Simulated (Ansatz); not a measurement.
A structure relaxed at PBE0-D4/def2-TZVP in Ansatz, charge 0, singlet:

Cartesian coordinates in Å:
```
Si -0.6818 -0.1809 -0.8887
N -0.7541 1.0287 0.3266
H -1.4870 1.7183 0.3130
H -0.1273 1.1600 1.1066
N 0.7139 -1.0394 -0.3788
H 1.0371 -1.8376 -0.8997
H 1.2992 -0.8492 0.4211
```

Give its formula, name or SMILES and point group.

Si(NH2)2 (SiN2H4). Point group C2v (tolerance 0.1 Å).

Summarise the bond lengths by kind (pairs closer than 1.2 times the sum of covalent radii, bridged metal pairs left out).

2 × N–Si 1.72 Å; 4 × H–N 1.01 Å.
